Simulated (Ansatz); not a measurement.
bcc Nb was calculated with PBE-D3(BJ) in Ansatz (PAW).

Numerical settings: plane-wave cutoff 500 eV, 30×30×30 k mesh, Fermi–Dirac smearing 0.1 eV, no spin polarisation, scalar-relativistic PAW data made under PBE.

Computed at the level's own relaxed cell.

Problem. Give the computed volume per atom and equilibrium lattice constant a.

Solution. 
* **volume per atom**: 17.44 Å³/atom
* **equilibrium lattice constant a**: 3.267 Å

Measured, for comparison: equilibrium volume per atom 17.87 Å³/atom, lattice constant a 3.294 Å (static lattice: zero-point anharmonic expansion removed; as tabulated in Mejia-Rodriguez and Trickey (2018), arXiv:1807.09216). Computed (rounded) less measured: equilibrium volume per atom -2.4 %, lattice constant a -0.8 %.

Computed values are for the static lattice.

The result took roughly 70 core-seconds.

Ansatz is a program for electronic structure.
